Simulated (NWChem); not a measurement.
Everything below was run with NWChem. System: H$_{2}$S, charge 0, spin multiplicity 1, displaced from the optimised geometry. Level: B3LYP/cc-pVDZ, VWN1-RPA local correlation, spin-restricted.

Input file:

```
start mol
memory heap 200 mb stack 900 mb global 1100 mb
geometry units angstroms nocenter noautoz noautosym
  S      0.000000     0.000000     0.105588
  H     -0.973994     0.000000    -0.844700
  H      1.460991     0.000000    -1.319844
end
basis spherical
  * library cc-pvdz
end
dft
  xc b3lyp
  semidirect memsize 60000000 filesize 0
  iterations 100
end
task dft energy
```

Part of the output:

```
             Northwest Computational Chemistry Package (NWChem) 7.3.0
             --------------------------------------------------------

                                NWChem Input Module
                                -------------------

 Scaling coordinates for geometry "geometry" by  1.889725989
 (inverse scale =  0.529177249)

                             Geometry "geometry" -> ""
                             -------------------------

 Output coordinates in angstroms (scale by  1.889725989 to convert to a.u.)

  No.       Tag          Charge          X              Y              Z
 ---- ---------------- ---------- -------------- -------------- --------------
    1 S                   16.0000     0.00000000     0.00000000     0.10558800
    2 H                    1.0000    -0.97399400     0.00000000    -0.84470000
    3 H                    1.0000     1.46099100     0.00000000    -1.31984400

 Effective nuclear repulsion energy (a.u.)      10.5834063322

            Nuclear Dipole moment (a.u.)
            ----------------------------
        X                 Y               Z
 ---------------- ---------------- ----------------
     0.9202908873     0.0000000000    -0.8978768473


 Summary of "ao basis" -> "" (spherical)
 ------------------------------------------------------------------------------
       Tag                 Description            Shells   Functions and Types
 ---------------- ------------------------------  ------  ---------------------
 *                          cc-pvdz                   on all atoms

                                 NWChem DFT Module
                                 -----------------

 Summary of "ao basis" -> "ao basis" (spherical)
 ------------------------------------------------------------------------------
       Tag                 Description            Shells   Functions and Types
 ---------------- ------------------------------  ------  ---------------------
 S                          cc-pvdz                  8       18   4s3p1d
 H                          cc-pvdz                  3        5   2s1p

 Summary of "ao basis" -> "ao basis" (spherical)
[...]
    13      0.290774  1 S  pz                25     -0.273221  3 H  s
     8     -0.196673  1 S  px                11     -0.168601  1 S  px
     4      0.158979  1 S  s                  3      0.115832  1 S  s
    19     -0.056587  2 H  s                 20     -0.028228  2 H  s

 Vector    9  Occ=2.000000D+00  E=-2.587050D-01
              MO Center= -1.5D-02,  1.0D-10,  8.4D-02, r^2= 1.4D+00
   Bfn.  Coefficient  Atom+Function         Bfn.  Coefficient  Atom+Function
  ----- ------------  ---------------      ----- ------------  ---------------
     9      0.559665  1 S  py                12      0.545805  1 S  py

 Vector   10  Occ=0.000000D+00  E=-1.206878D-01
              MO Center=  7.5D-01,  4.7D-13, -6.5D-01, r^2= 2.7D+00
   Bfn.  Coefficient  Atom+Function         Bfn.  Coefficient  Atom+Function
  ----- ------------  ---------------      ----- ------------  ---------------
    25      0.623783  3 H  s                 11     -0.398815  1 S  px
    24      0.392060  3 H  s                 13      0.357133  1 S  pz
     8     -0.315281  1 S  px                10      0.276072  1 S  pz
     4     -0.182800  1 S  s                  3     -0.101769  1 S  s
    17      0.039248  1 S  d  1              20      0.032324  2 H  s

 Vector   11  Occ=0.000000D+00  E= 2.779547D-02
              MO Center= -6.6D-01,  2.1D-13, -5.5D-01, r^2= 2.8D+00
   Bfn.  Coefficient  Atom+Function         Bfn.  Coefficient  Atom+Function
  ----- ------------  ---------------      ----- ------------  ---------------
    20      1.406258  2 H  s                  4     -0.845440  1 S  s
    11      0.657399  1 S  px                13      0.631630  1 S  pz
    19      0.292030  2 H  s                  8      0.251128  1 S  px
    10      0.222034  1 S  pz                 3     -0.123837  1 S  s
    17     -0.083653  1 S  d  1              24     -0.043440  3 H  s

 Vector   12  Occ=0.000000D+00  E= 3.164470D-01
              MO Center= -6.7D-01,  1.6D-12, -5.4D-01, r^2= 2.5D+00
   Bfn.  Coefficient  Atom+Function         Bfn.  Coefficient  Atom+Function
  ----- ------------  ---------------      ----- ------------  ---------------
    20      1.037310  2 H  s                 19     -0.850881  2 H  s
    17      0.361964  1 S  d  1              11     -0.310901  1 S  px
     8      0.235187  1 S  px                18     -0.194900  1 S  d  2
     4     -0.157469  1 S  s                 24     -0.118128  3 H  s
    13     -0.100606  1 S  pz                 3     -0.093667  1 S  s

 center of mass
 --------------
 x =   0.02728904 y =   0.00000000 z =   0.06640813

 moments of inertia (a.u.)
 ------------------
           9.960408818208           0.000000000000           4.040467104607
           0.000000000000          21.031412068248           0.000000000000
           4.040467104607           0.000000000000          11.071003250040

     Multipole analysis of the density
     ---------------------------------

     L   x y z        total         alpha         beta         nuclear
     -   - - -        -----         -----         ----         -------
     0   0 0 0     -0.000000     -9.000000     -9.000000     18.000000

     1   1 0 0     -0.102517     -0.511404     -0.511404      0.920291
     1   0 1 0     -0.000000     -0.000000     -0.000000      0.000000
     1   0 0 1     -0.408472      0.244703      0.244703     -0.897877

     2   2 0 0     -9.115849    -10.063004    -10.063004     11.010159
     2   1 1 0     -0.000000     -0.000000     -0.000000      0.000000
     2   1 0 1     -0.405675      1.771153      1.771153     -3.947981
     2   0 2 0    -12.466644     -6.233322     -6.233322      0.000000
     2   0 1 1      0.000000      0.000000      0.000000      0.000000
     2   0 0 2     -9.725970     -9.565876     -9.565876      9.405782

 Task  times  cpu:        1.1s     wall:        1.1s

 Total times  cpu:        1.1s     wall:        1.1s
```
